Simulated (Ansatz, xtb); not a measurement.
Relative energy of two structures of CH3NSi+

We compare X, the doublet with the links of `C#[N+][SiH2]`, with Y, a doublet given by its coordinates. Both are isolated ions in the gas phase, relaxed with B3LYP-D3(BJ)/def2-SVP.

X (Å):

```xyz
6

C    -0.3024    0.0209    1.9393
N     0.0883    1.0776    1.6967
Si    0.6458    2.7418    1.1388
H    -0.6725   -0.9791    2.1677
H     2.1177    2.6514    1.2771
H    -0.1281    3.6511    2.0151
```

Y (Å):

```yaml
atoms:
  - { symbol: C, position_ang: [0.4095, 0.8683, 1.4750] }
  - { symbol: N, position_ang: [0.1041, 2.1349, 1.6894] }
  - { symbol: Si, position_ang: [0.8024, 3.4521, 2.7134] }
  - { symbol: H, position_ang: [1.2648, 0.4186, 1.9878] }
  - { symbol: H, position_ang: [-0.1898, 0.2672, 0.7863] }
  - { symbol: H, position_ang: [-0.7199, 2.4534, 1.1541] }
```

Close contacts (Å): C1–N2 1.32, N2–Si3 1.81, C1–H4 1.09, C1–H5 1.09, N2–H6 1.03.

**Question.** Estimate which is lower in electronic energy at CCSD(T)/def2-TZVP, and by roughly how much.

**Answer.** Too close to call at this level: CCSD(T)/def2-TZVP gives E(Y) − E(X) = +0.024 eV.

The same difference at several levels:

| level | geometry | E(Y) − E(X) (eV) | departure from the last row (eV) | job, with rough time for the two |
| --- | --- | --- | --- | --- |
| GFN2-xTB | GFN2-xTB | −0.233 | −0.257 | optimisation, 0.36 s |
| HF/STO-3G | GFN2-xTB | −1.305 | −1.330 | single point, 2.1 s |
| r2SCAN-D4/def2-SVP | GFN2-xTB | −0.453 | −0.477 | single point, 11 s |
| B3LYP-D3(BJ)/def2-SVP | B3LYP-D3(BJ)/def2-SVP | −0.298 | −0.322 | optimisation, 2.5 min |
| HF/def2-TZVP | B3LYP-D3(BJ)/def2-SVP | +0.096 | +0.072 | part of the CCSD(T) run |
| MP2/def2-TZVP | B3LYP-D3(BJ)/def2-SVP | +0.437 | +0.413 | part of the CCSD(T) run |
| CCSD(T)/def2-TZVP | B3LYP-D3(BJ)/def2-SVP | +0.024 |  | single point, 2.3 min |

The largest departure from CCSD(T)/def2-TZVP is that of HF/STO-3G, 1.330 eV.

With harmonic frequencies from B3LYP-D3(BJ)/def2-SVP (ideal gas, rigid rotor, one conformer each, 298.15 K, 1 atm): the zero-point term adds +0.202 eV; ΔH is +0.212 and ΔG +0.230 eV.

Open shells are spin-unrestricted, with notable spin contamination under HF/STO-3G, HF/def2-TZVP, MP2/def2-TZVP, CCSD(T)/def2-TZVP. The correlated steps freeze 7 core orbitals. Codes used: Ansatz 0.2.0, xtb 6.7.1; the last row on 1 thread of AMD EPYC (Zen 3) on a shared host.
